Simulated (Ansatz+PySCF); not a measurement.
A calculation with Ansatz (development build ahead of 0.2.0).

```yaml
crystal:
  periodic: [false, false, false]
  atoms:
    - { symbol: H, position_ang: [0.0, 0.0, -1.55299] }
    - { symbol: C, position_ang: [0.0, 0.0, -0.47667] }
    - { symbol: C, position_ang: [0.0, 0.0, 0.7355] }
basis:
  gaussian: { orbitals: def2-SVP }
magnetization:
  spin_polarized: true
  initial_magnetization: 1
hamiltonian:
  xc: hf
correlation:
  method: mp2
  frozen_orbitals: { C: 1, H: 0 }
scf:
  omitted_lower_state_checks: [stability, starts, atomic_configurations, cluster_reference, orbital_swaps, given_window_search, neighbouring_geometries, increment]
```

The input is written out in the form of the current development build from the run's settings.

The run gave:

| Property | Result |
| --- | --- |
| Converged | yes |
| Reference energy | -76.09300 hartree |
| Correlation energy | -0.19391 hartree |
| Total energy | -76.28691 hartree |
| Spin squared of the determinant | 1.164 |
| Occupied orbitals by symmetry in an Abelian subgroup (alpha; beta) | 5 A1 1 B1 1 B2; 4 A1 1 B1 1 B2 |

Caution: the unrestricted determinant is spin contaminated.
